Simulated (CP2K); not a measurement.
# Two attempts at C4H5F (SMILES C=CC=CF)

Aim: the energy of C4H5F at GFN2-xTB.

The results are computed with CP2K 2026.2.

**1. The structure to begin with**

C4H5F has 10 atoms, charge 0, and is taken as a singlet. As SMILES, `C=CC=CF`. Geometry: relaxed at PBE0-D4/def2-TZVP. This is one conformer, not always the lowest.

Bond lengths: C1–C2 1.332 Å, C2–C3 1.445 Å, C3–C4 1.326 Å, C4–F5 1.334 Å, C1–H6 1.085 Å, C1–H7 1.082 Å, C2–H8 1.088 Å, C3–H9 1.086 Å, C4–H10 1.085 Å. Some angles: C1–C2–C3 124.3°, C2–C3–C4 122.3°, C3–C4–F5 122.0°, C1–C2–H8 119.2°, C3–C2–H8 116.5°, C2–C1–H6 121.4°, C2–C1–H7 121.4°, C2–C3–H9 118.9°, C4–C3–H9 118.8°, C3–C4–H10 125.5°.

**2. Try one**

Input file molecule.pdb:

```
HETATM    1 C    MOL A   1      -1.374   1.242  -0.082  1.00  0.00           C
HETATM    2 C    MOL A   1      -0.153   0.720   0.022  1.00  0.00           C
HETATM    3 C    MOL A   1       0.133  -0.696  -0.024  1.00  0.00           C
HETATM    4 C    MOL A   1       1.366  -1.173   0.084  1.00  0.00           C
HETATM    5 F    MOL A   1       1.625  -2.481   0.041  1.00  0.00           F
HETATM    6 H    MOL A   1      -2.249   0.613  -0.210  1.00  0.00           H
HETATM    7 H    MOL A   1      -1.536   2.311  -0.041  1.00  0.00           H
HETATM    8 H    MOL A   1       0.699   1.384   0.150  1.00  0.00           H
HETATM    9 H    MOL A   1      -0.689  -1.394  -0.150  1.00  0.00           H
HETATM   10 H    MOL A   1       2.263  -0.576   0.212  1.00  0.00           H
END
```

Input file molecule.inp:

```
&FORCE_EVAL
   METHOD Quickstep
   &DFT
      # Quickstep
      &QUICKSTEP
         METHOD XTB
         EPS_DEFAULT 1.0E-10
         &XTB
            GFN_TYPE TBLITE
            &TBLITE
               METHOD GFN2
            &END TBLITE
            CHECK_ATOMIC_CHARGES F
         &END XTB
      &END QS
      # no periodic images
      &POISSON
         PERIODIC NONE
         POISSON_SOLVER ANALYTIC
      &END POISSON
      &SCF
         SCF_GUESS ATOMIC
         EPS_SCF 1.0E-07
         MAX_SCF 150
         ADDED_MOS 2
         &DIAGONALIZATION
            ALGORITHM STANDARD
         &END DIAGONALIZATION
         &MIXING
            METHOD DIRECT_P_MIXING
            ALPHA 0.4
         &END MIXING
         &SMEAR ON
            METHOD FERMI_DIRAC
            ELECTRONIC_TEMPERATURE [K] 300
         &END SMEAR
      &END SCF
      &PRINT
         &MOMENTS
            PERIODIC F
            REFERENCE COM
            MAX_MOMENT 1
         &END MOMENTS
         &MO ON
            ENERGIES T
            OCCUPATION_NUMBERS T
            NDIGITS 6
            &EACH
               QS_SCF 0
            &END EACH
            ADD_LAST NUMERIC
         &END MO
         &HIRSHFELD OFF
         &END HIRSHFELD
      &END PRINT
   &END DFT
   &SUBSYS
      &CELL
         ABC 14.5 14.8 10.4
         PERIODIC NONE
      &END CELL
      &TOPOLOGY
         COORD_FILE_NAME molecule.pdb
         COORD_FILE_FORMAT PDB
         CONN_FILE_FORMAT OFF
         &CENTER_COORDINATES
         &END CENTER_COORDINATES
      &END TOPOLOGY
   &END SUBSYS
&END FORCE_EVAL

&GLOBAL
   PROJECT_NAME molecule
   RUN_TYPE ENERGY
   PRINT_LEVEL MEDIUM
&END GLOBAL
```

Run with:

```bash
$ OMP_NUM_THREADS=1 cp2k.psmp -i molecule.inp -o molecule.out
```

What it wrote:

```text
Possible matches for unknown subsection

 QUICKSTEP

   keyword UKS in section %__ROOT__%FORCE_EVAL%DFT score:  104
   keyword MULTIP in section %__ROOT__%FORCE_EVAL%DFT score:  104
   keyword ROKS in section %__ROOT__%FORCE_EVAL%DFT score:  103
   enum MULLIKEN in section %__ROOT__%FORCE_EVAL%DFT for keyword PLUS_U_METHOD score:  103
   keyword SUBCELLS in section %__ROOT__%FORCE_EVAL%DFT score:  103

 *******************************************************************************
 *   ___                                                                       *
 *  /   \                                                                      *
 * [ABORT]                                                                     *
 *  \___/               unknown subsection QUICKSTEP of section DFT            *
 *    |                                                                        *
 *  O/|                                                                        *
 * /| |                                                                        *
 * / \                                               input/input_parsing.F:192 *
 *******************************************************************************

 ===== Routine Calling Stack =====

            4 section_vals_parse
            3 section_vals_parse
            2 section_vals_parse
            1 read_input
```

Wall time 0.96 s (1 thread of Intel Xeon Platinum 8488C (Sapphire Rapids), shared host); peak memory 0.16 GiB.

**3. What went wrong**

The input was rejected.

The telling line is `\___/               unknown subsection QUICKSTEP of section DFT`. Cause: unknown section.

**4. Second attempt**

molecule.pdb is that of step 2.

Input file run.inp:

```
&GLOBAL
   PROJECT run
   RUN_TYPE ENERGY
   PRINT_LEVEL MEDIUM
&END GLOBAL

&FORCE_EVAL
   METHOD QS
   &DFT
      CHARGE 0
      MULTIPLICITY 1
      &QS
         METHOD XTB
         EPS_DEFAULT 1.0E-10
         &XTB
            GFN_TYPE TBLITE
            &TBLITE
               METHOD GFN2
            &END TBLITE
            CHECK_ATOMIC_CHARGES F
         &END XTB
      &END QS
      &POISSON
         PERIODIC NONE
         POISSON_SOLVER ANALYTIC
      &END POISSON
      &SCF
         SCF_GUESS ATOMIC
         EPS_SCF 1.0E-07
         MAX_SCF 150
         ADDED_MOS 2
         &DIAGONALIZATION
            ALGORITHM STANDARD
         &END DIAGONALIZATION
         &MIXING
            METHOD DIRECT_P_MIXING
            ALPHA 0.4
         &END MIXING
         &SMEAR ON
            METHOD FERMI_DIRAC
            ELECTRONIC_TEMPERATURE [K] 300
         &END SMEAR
      &END SCF
      &PRINT
         &MOMENTS
            PERIODIC F
            REFERENCE COM
            MAX_MOMENT 1
         &END MOMENTS
         &MO ON
            ENERGIES T
            OCCUPATION_NUMBERS T
            NDIGITS 6
            &EACH
               QS_SCF 0
            &END EACH
            ADD_LAST NUMERIC
         &END MO
         &HIRSHFELD OFF
         &END HIRSHFELD
      &END PRINT
   &END DFT
   &SUBSYS
      &CELL
         ABC [angstrom] 14.5 14.8 10.4
         PERIODIC NONE
      &END CELL
      &TOPOLOGY
         COORD_FILE_NAME molecule.pdb
         COORD_FILE_FORMAT PDB
         CONN_FILE_FORMAT OFF
         &CENTER_COORDINATES
         &END CENTER_COORDINATES
      &END TOPOLOGY
   &END SUBSYS
&END FORCE_EVAL
```

Run with:

```bash
$ OMP_NUM_THREADS=1 cp2k.psmp -i run.inp > run.out 2>&1
```

What it wrote:

```text
CP2K| version string:                                       CP2K version 2026.2
[...]
 GLOBAL| Method name                                                        CP2K
[...]
 GLOBAL| Run type                                                         ENERGY
[...]
                             - Atoms:                                         10
[...]
                             - Spherical basis functions:                     25
[...]
 Number of electrons:                                                         28
[...]
  *** SCF run converged in    14 steps ***
[...]
  Fermi energy:                                                -0.29443597027143
[...]
 TB_DIPOLE| Moment [Debye]         -0.68948696       1.70598953       0.01809729
 TB_DIPOLE| Derivative [a.u.]       0.00000000       0.00000000       0.00000000
[...]
 ENERGY| Total FORCE_EVAL ( QS ) energy [hartree]            -15.782533797388103
[...]
```

Run time: 0.95 s. Hardware: 1 thread of Intel Xeon Platinum 8488C (Sapphire Rapids), shared host; peak memory 0.19 GiB.

**5. What came out**

At GFN2-xTB:

| quantity | value |
| --- | --- |
| total energy | -15.78253 Eh |
| dipole moment (from atomic charges alone) | 1.84 D |
| HOMO energy | -10.81 eV |
| LUMO energy | -7.12 eV |
| HOMO–LUMO gap | 3.69 eV |

**Reading.** Mulliken charges run from -0.21 on F5 to +0.12 on C4.
